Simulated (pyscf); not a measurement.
HO–Ga(Cl)–Cl + H atom (H•) → water (H₂O) + [Cl–Ga–Cl]•, a substitution at O (doublet surface; Ga–O broken, H–O formed). Single points on ωB97X-D3(BJ)/def2-SVP structures (PySCF, gas phase). Energies in kcal/mol from the separated reactants.

Small-basis levels: PySCF, no dispersion term, spherical d functions. AM1 to PM7: differences of heats of formation from MOPAC. Open shells are spin-unrestricted. 

```csv
level,barrier,reaction energy
SVWN5/6-31G*+LANL2DZ,?,-14.0
B3LYP/STO-3G,-6.4,-29.3
B3LYP/LANL2DZ,2.0,-15.5
B3LYP/6-311+G**+LANL2DZ,?,-23.2
AM1,-39.5,-78.1
PM3,-43.9,-52.8
PM7,-11.7,-24.7
ωB97M-D3(BJ)/def2-TZVP,?,-20.6
```

### Question
What belongs in the gaps?

### Answer

- SVWN5/6-31G*+LANL2DZ, barrier: -6.1
- B3LYP/6-311+G**+LANL2DZ, barrier: 4.3
- ωB97M-D3(BJ)/def2-TZVP, barrier: 12.0

Against the last row the barrier runs from -55.9 (PM3) to -7.7 kcal/mol (B3LYP/6-311+G**+LANL2DZ). At SVWN5/6-31G*+LANL2DZ, B3LYP/STO-3G, AM1, PM3, PM7 this geometry lies under one side, so the entry may be no barrier of that level: it is a single point on another level's saddle. ωB97M-D3(BJ)/def2-TZVP has limits of its own. On the product side the descent ends in an adduct with a Ga–O contact, 17.1 kcal/mol under the separated species and 48.9 kcal/mol under the saddle at ωB97X-D3(BJ)/def2-TZVP. What is counted as broken (Ga–O) persists as a longer contact in the product adduct; parting that adduct is a step of its own. At ωB97X-D3(BJ) the barrier from the zero used here is 14.6 kcal/mol. One saddle was located; it need not be the lowest between these sides. The angle at the attacked O is 136°. In the def2 sets elements up to Kr have no core potential.
